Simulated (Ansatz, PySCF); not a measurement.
Species: tetrachloromethane, CCl₄, net charge 0, singlet state. SMILES: ClC(Cl)(Cl)Cl
Geometry: optimised at B3LYP-D3(BJ)/def2-TZVP (Ansatz, a program for electronic structure).

Property: atomisation energy (electronic, to ground-state atoms), in kJ/mol. Correlated levels leave the core frozen unless marked. Open shells are spin-unrestricted. No spin-orbit coupling. Non-relativistic. The coupled-cluster limit lacks core correlation, which all-electron functionals hold. CBS marks a two-point X^-3 extrapolation of the correlation energy; Hartree-Fock from the larger set. The bracket is a focal-point correction in the basis named.

| level | program | atomisation energy (kJ/mol) |
|---|---|---|
| revPBE/def2-TZVPD | Ansatz | ___ |
| PBE0-D4/def2-TZVP | Ansatz + dftd4 | ___ |
| TPSSh-D3(BJ)/def2-TZVPD | PySCF + dftd3 | 1309.4 |
| TPSSh/def2-TZVPD | PySCF | 1284.7 |
| HSE06-D4/def2-TZVPD | Ansatz + dftd4 | ___ |
| LC-wPBE/def2-TZVPD | Ansatz | ___ |
| wB97X/def2-TZVPD | Ansatz | 1303.2 |
| B2GP-PLYP/def2-TZVPD | Ansatz | 1271.2 |
| B2PLYP-D3(BJ)/def2-TZVPD | Ansatz + dftd3 | 1287.6 |
| SCS-MP2/aug-cc-pV(T+d)Z | Ansatz | 1301.8 |
| CCSD/6-31G | Ansatz | 810.0 |
| CCSD/cc-pwCVTZ | Ansatz | 1182.5 |
| RI-MP2/CBS(aug-cc-pV(T+d)Z,aug-cc-pV(Q+d)Z)+[CCSD(T)-MP2]/aug-cc-pV(T+d)Z | Ansatz | 1316.1 |

### Question
Some entries are withheld; supply them.

### Answer

- revPBE/def2-TZVPD, atomisation energy (kJ/mol): 1299.5
- PBE0-D4/def2-TZVP, atomisation energy (kJ/mol): 1351.5
- HSE06-D4/def2-TZVPD, atomisation energy (kJ/mol): 1353.4
- LC-wPBE/def2-TZVPD, atomisation energy (kJ/mol): 1286.6
